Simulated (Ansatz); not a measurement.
# BFH4Si: how energies converge with the basis set

The task here is to estimate one member of a computed series from the others.

Method: one geometry, several basis sets; program: Ansatz 0.2.0, Gaussian basis.

Plan: PBE0-D4/def2-SVP; ωB97M-V/def2-SVP; PBE0-D4/def2-QZVPP; ωB97M-V/def2-QZVPP; the functionals' def2-TZVPP values are taken from earlier runs.

## The relaxed structure

All runs share one geometry, relaxed beforehand with PBE0-D4 in a triple-zeta def2 set.

7 atoms, charge 0, spin multiplicity 1.

Atoms are counted from 1 here; the program's logs count them from 0.

Bond lengths: F1–B2 1.321 Å, B2–Si3 2.035 Å, B2–H4 1.203 Å, Si3–H5 1.490 Å, Si3–H6 1.490 Å, Si3–H7 1.487 Å. Angles: F1–B2–Si3 121.0°, F1–B2–H4 116.1°, Si3–B2–H4 122.9°, B2–Si3–H5 109.0°, B2–Si3–H6 108.5°, B2–Si3–H7 113.6°, H5–Si3–H6 107.5°, H5–Si3–H7 109.1°, H6–Si3–H7 109.0°.

Set-up of the first run:

in.yaml reads:

```yaml
crystal:
  periodic: [false, false, false]
  atoms:
    - {symbol: F, position_ang: [-1.379360, -1.601490, 0.571835]}
    - {symbol: B, position_ang: [-0.186705, -1.168652, 0.203956]}
    - {symbol: Si, position_ang: [0.146327, 0.805583, -0.161060]}
    - {symbol: H, position_ang: [0.673357, -2.004851, 0.107287]}
    - {symbol: H, position_ang: [0.733069, 0.954536, -1.522334]}
    - {symbol: H, position_ang: [1.152897, 1.303845, 0.818775]}
    - {symbol: H, position_ang: [-1.078384, 1.642930, -0.064158]}
basis:
  gaussian: {orbitals: def2-SVP}
hamiltonian: {xc: pbe0, dispersion: d4}
output: {orbitals: {seedname: orbitals}}
```

Steps of the session up to this table: PBE0-D4 in def2-SVP; ωB97M-V in def2-SVP; PBE0-D4 in def2-QZVPP; ωB97M-V in def2-QZVPP.

One of the session's tables, all rows but one given; the rest of the session is left out.

It belongs to the step «Functionals by basis». 

| functional | basis | HOMO (eV) | LUMO (eV) |
| --- | --- | --- | --- |
| PBE0-D4 | def2-SVP | ? | ? |
| PBE0-D4 | def2-TZVPP | -8.19 | -1.75 |
| PBE0-D4 | def2-QZVPP | -8.20 | -1.78 |
| ωB97M-V | def2-SVP | -10.30 | 0.47 |
| ωB97M-V | def2-TZVPP | -10.37 | 0.26 |
| ωB97M-V | def2-QZVPP | -10.38 | 0.19 |

**Question.** Estimate the row for PBE0-D4, def2-SVP.

As computed: HOMO (eV): -8.16; LUMO (eV): -1.64. In the column «HOMO (eV)» it is the highest.
